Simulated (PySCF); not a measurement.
## Computed NMR parameters against published values

Mapped SMILES: `[Li:1][F:2]`.

Published values to compare with: σ ¹⁹F F2 382.5; σ ⁷Li Li1 89.3 ppm (CCSD(T)/aug-cc-pCV[TQ]Z extrapolated; gas (isolated, no vibration); Teale, Lutnaes, Helgaker, Tozer, Gauss, JCP 2013, 138, 024111, as tabulated in M. Glasbrenner, PhD thesis, LMU Munich (SI Table 24)).
σ ¹⁹F F2 375.0; σ ⁷Li Li1 89.6 ppm (CCSD(T)/cc-pCVQZ; gas (isolated, no vibration); M. Glasbrenner, PhD thesis, LMU Munich (RPA NMR shieldings paper, SI)). Coupling constants: ¹J(Li1,F2) 172.3 Hz.

PySCF 2.14 calculation with J: B3LYP/pcJ-1, σ from GIAO-CAM-B3LYP/pcSseg-2 and structure optimised with PBE0-D3(BJ)/def2-SVP; no solvent, relativity neglected, single conformer.

Question: Set the calculated values beside the experiment.

Answer: 
Reference values: CCSD(T)/aug-cc-pCV[TQ]Z extrapolated (gas (isolated, no vibration); Teale, Lutnaes, Helgaker, Tozer, Gauss, JCP 2013, 138, 024111, as tabulated in M. Glasbrenner, PhD thesis, LMU Munich (SI Table 24)).
```
atoms  quantity  reference  computed
   F2     σ ¹⁹F      382.5     334.1
  Li1     σ ⁷Li       89.3      87.3
```

Reference values: CCSD(T)/cc-pCVQZ (gas (isolated, no vibration); M. Glasbrenner, PhD thesis, LMU Munich (RPA NMR shieldings paper, SI)).
```csv
atoms,quantity,reference,computed
F2,σ ¹⁹F,375.0,334.1
Li1,σ ⁷Li,89.6,87.3
```

Absolute shieldings are compared as such; zero-point and thermal motion, absent here, lowers them by some tenths of a ppm for H, a few ppm for C and up to about 10 ppm for F.

Coupling constants in Hz:
| coupling | reference | computed | source |
| --- | --- | --- | --- |
| ¹J(Li1,F2) | 172.3 | 170.5 | measured; Green and Yates, arXiv:1403.0524 (values compiled by Lantto, Vaara, Helgaker 2002) |

Question: How far are the unscaled ¹⁹F shieldings from the references?

Answer: Mean signed difference -44.65 ppm, mean absolute 44.65 ppm over 2 comparisons; the largest is -48.4 ppm at F2 (fluorine bonded to Li).

Question: How far are the unscaled ⁷Li shieldings from the references?

Answer: Mean signed difference -2.15 ppm, mean absolute 2.15 ppm over 2 comparisons; the largest is -2.3 ppm at Li1 (lithium bonded to F).

5 of the 20 published NMR values on file for this molecule are compared. The rest: other calculations.
